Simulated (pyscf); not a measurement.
Four-centre exchange: HO–PH–OH (SMILES OPO) + SiH₄ (SMILES [SiH4]) → HO–P(OH)–SiH₃ (SMILES OP(O)[SiH3]) + H₂ (SMILES [H][H])

Gas phase, singlet surface, charge 0. Bonds broken: P2–H5, Si7–H8. Bonds formed: P2–Si7, H5–H8. Optimised with ωB97X-D3(BJ)/def2-SVP in PySCF.

Transition state (Å):

```xyz
11

O      0.2881     0.5053    -2.0377
P     -0.0666    -0.2591    -0.6281
O      0.1548     1.1119     0.2781
H      0.5047     1.4425    -1.9217
H      0.4969    -1.2415     0.3999
H      0.0101     0.9568     1.2207
Si    -2.1534    -0.9954     0.0076
H     -0.4811    -1.1475     1.1068
H     -2.8788    -0.5363     1.2328
H     -2.1010    -2.4804    -0.1216
H     -3.0025    -0.4741    -1.1179
```

One imaginary mode, 1253i cm⁻¹; descent along it reached the two sides named.

```json
[
 {"bond": "P2–H5", "change": "breaks", "reactant side (Å)": "1.431", "saddle": "1.529", "product side": "3.2"},
 {"bond": "Si7–H8", "change": "breaks", "reactant side (Å)": "1.487", "saddle": "2.007", "product side": "4.3"},
 {"bond": "P2–Si7", "change": "forms", "reactant side (Å)": "3.6", "saddle": "2.302", "product side": "2.271"},
 {"bond": "H5–H8", "change": "forms", "reactant side (Å)": "3.7", "saddle": "1.210", "product side": "0.758"}
]
```

Electronic energies relative to the separated reactants (kJ/mol):

| level | barrier | reaction energy | reverse barrier |
|---|---|---|---|
| ωB97X-D3(BJ)/def2-TZVP | 187.7 | +11.9 | 175.9 |
| PBE/def2-TZVP | 156.9 | +17.7 | 139.2 |
| r²SCAN/def2-TZVP | 166.0 | +19.7 | 146.3 |
| B3LYP-D3(BJ)/def2-TZVP | 191.2 | +22.6 | 168.6 |
| PBE0-D3(BJ)/def2-TZVP | 165.6 | +19.3 | 146.2 |
| M06-2X/def2-TZVP | 205.3 | +22.5 | 182.7 |
| ωB97M-D3(BJ)/def2-TZVP | 199.5 | +28.4 | 171.1 |
| HF/def2-TZVP | 305.8 | +58.3 | 247.5 |

With ωB97M-D3(BJ)/def2-TZVP energies and thermal terms (ideal gas, 1 atm, RRHO with modes under 100 cm⁻¹ raised to 100, one conformer, R ln 2 for chiral ones without a mode under 150 cm⁻¹), in kJ/mol:

```tsv
T (K)	ΔH‡	ΔG‡	ΔH	ΔG
298	191.1	234.2	+19.9	+25.5
600	194.4	276.6	+27.0	+28.1
900	198.5	316.9	+31.6	+27.6
1200	202.3	355.7	+34.4	+25.8
```

The same reactants have a lower exit, to HO–SiH₃ + HO–PH₂ (barrier +139.2 kJ/mol at ωB97M-D3(BJ)/def2-TZVP, against +199.5 kJ/mol here). HO–P(OH)–SiH₃ lies 171.2 kJ/mol over its isomer HO–SiH₂–O–PH₂ (electronic energy, ωB97M-D3(BJ)/def2-TZVP). One saddle was located; it need not be the lowest between these sides.
